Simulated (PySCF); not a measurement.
## Basis-set dependence of population analyses: pyrazine

Compound: pyrazine, C4H4N2.
Bonds: C1–C2 (aromatic), C2–N3 (aromatic), N3–C4 (aromatic), C4–C5 (aromatic), C5–N6 (aromatic), C1–N6 (aromatic). Hydrogens: H7 on C1; H8 on C2; H9 on C4; H10 on C5.

PBE0 throughout (PySCF), one geometry, spherical d and f functions. Geometry: PBE0-D3(BJ)/def2-SVP; no solvent, vibrations or thermal averaging. Atoms taken as equivalent share a column and are averaged.

Mulliken charges (e):

| basis | functions | C1/C2/C4/C5 | N3/N6 | H7/H8/H9/H10 |
| --- | --- | --- | --- | --- |
| STO-3G | 34 | +0.004 | -0.219 | +0.105 |
| 6-31G | 62 | -0.017 | -0.365 | +0.199 |
| pcSseg-0 | 62 | +0.046 | -0.615 | +0.261 |
| 6-31G* | 92 | -0.015 | -0.348 | +0.189 |
| def2-SVP | 104 | +0.027 | -0.149 | +0.048 |
| cc-pVDZ | 104 | +0.060 | -0.188 | +0.034 |
| pcSseg-1 | 122 | +0.068 | -0.372 | +0.118 |
| aug-cc-pVDZ | 174 | +0.583 | -0.458 | -0.354 |
| 6-311+G(2d,p) | 186 | -0.019 | -0.216 | +0.127 |
| def2-TZVP | 210 | -0.031 | -0.203 | +0.133 |
| cc-pVTZ | 236 | -0.059 | -0.149 | +0.133 |
| IGLO-III | 250 | +0.072 | -0.361 | +0.109 |

IAO charges (e):

```tsv
basis	functions	C1/C2/C4/C5	N3/N6	H7/H8/H9/H10
STO-3G	34	-0.069	-0.162	+0.150
6-31G	62	-0.056	-0.230	+0.171
pcSseg-0	62	-0.052	-0.226	+0.165
6-31G*	92	-0.034	-0.244	+0.156
def2-SVP	104	-0.035	-0.238	+0.154
cc-pVDZ	104	-0.036	-0.240	+0.157
pcSseg-1	122	-0.037	-0.246	+0.160
aug-cc-pVDZ	174	-0.037	-0.251	+0.163
6-311+G(2d,p)	186	-0.036	-0.252	+0.162
def2-TZVP	210	-0.036	-0.251	+0.161
cc-pVTZ	236	-0.036	-0.249	+0.161
IGLO-III	250	-0.037	-0.252	+0.163
```

Hirshfeld charges (e):

```csv
basis,functions,C1/C2/C4/C5,N3/N6,H7/H8/H9/H10
STO-3G,34,+0.039,-0.155,+0.039
6-31G,62,+0.017,-0.157,+0.061
pcSseg-0,62,+0.014,-0.140,+0.055
6-31G*,92,+0.019,-0.153,+0.058
def2-SVP,104,+0.015,-0.138,+0.054
cc-pVDZ,104,+0.013,-0.133,+0.054
pcSseg-1,122,+0.016,-0.146,+0.058
aug-cc-pVDZ,174,+0.013,-0.148,+0.061
"6-311+G(2d,p)",186,+0.014,-0.150,+0.061
def2-TZVP,210,+0.014,-0.146,+0.060
cc-pVTZ,236,+0.013,-0.143,+0.058
IGLO-III,250,+0.013,-0.147,+0.061
```

ESP-fitted charges (e):

```
        basis  functions  C1/C2/C4/C5   N3/N6  H7/H8/H9/H10
       STO-3G         34       +0.208  -0.438        +0.011
        6-31G         62       +0.214  -0.520        +0.046
     pcSseg-0         62       +0.228  -0.548        +0.046
       6-31G*         92       +0.151  -0.429        +0.063
     def2-SVP        104       +0.168  -0.437        +0.051
      cc-pVDZ        104       +0.141  -0.401        +0.059
     pcSseg-1        122       +0.177  -0.468        +0.057
  aug-cc-pVDZ        174       +0.162  -0.445        +0.061
6-311+G(2d,p)        186       +0.151  -0.441        +0.070
    def2-TZVP        210       +0.151  -0.433        +0.065
      cc-pVTZ        236       +0.152  -0.427        +0.061
     IGLO-III        250       +0.163  -0.446        +0.060
```

Some averages cover members that differ in this geometry, most widely: C1/C2/C4/C5, ESP-fitted in 6-31G +0.194 to +0.227; C1/C2/C4/C5, ESP-fitted in 6-311+G(2d,p) +0.133 to +0.164; C1/C2/C4/C5, ESP-fitted in def2-TZVP +0.133 to +0.163; C1/C2/C4/C5, ESP-fitted in def2-SVP +0.150 to +0.179 e.

Question: Which scheme is steadiest as the basis changes?

Answer: Largest range over the bases for any column: Hirshfeld 0.03 e, IAO 0.09 e, ESP-fitted 0.15 e, Mulliken 0.64 e. Hirshfeld charges move least and Mulliken charges most, counted in e. Without the minimal STO-3G basis the ranges are Hirshfeld 0.02, IAO 0.03, ESP-fitted 0.15, Mulliken 0.64 e.

Question: How much do the charges still move between the two largest bases, cc-pVTZ and IGLO-III?

Answer: At most, over all atoms: Mulliken 0.213 e, IAO 0.003 e, Hirshfeld 0.004 e, ESP-fitted 0.019 e.

Question: What do the same runs give for the total energy and the frontier levels?

Answer: 
| basis | energy (Eh) | HOMO (eV) | LUMO (eV) |
| --- | --- | --- | --- |
| STO-3G | -260.6916 | -4.75 | 1.30 |
| 6-31G | -263.9166 | -6.93 | -1.32 |
| pcSseg-0 | -263.3824 | -7.06 | -1.58 |
| 6-31G* | -264.0052 | -7.05 | -1.21 |
| def2-SVP | -263.8159 | -7.17 | -1.41 |
| cc-pVDZ | -264.0284 | -7.07 | -1.27 |
| pcSseg-1 | -263.9748 | -7.29 | -1.53 |
| aug-cc-pVDZ | -264.0433 | -7.30 | -1.59 |
| 6-311+G(2d,p) | -264.0803 | -7.35 | -1.60 |
| def2-TZVP | -264.1023 | -7.28 | -1.54 |
| cc-pVTZ | -264.0943 | -7.24 | -1.47 |
| IGLO-III | -264.1063 | -7.33 | -1.59 |
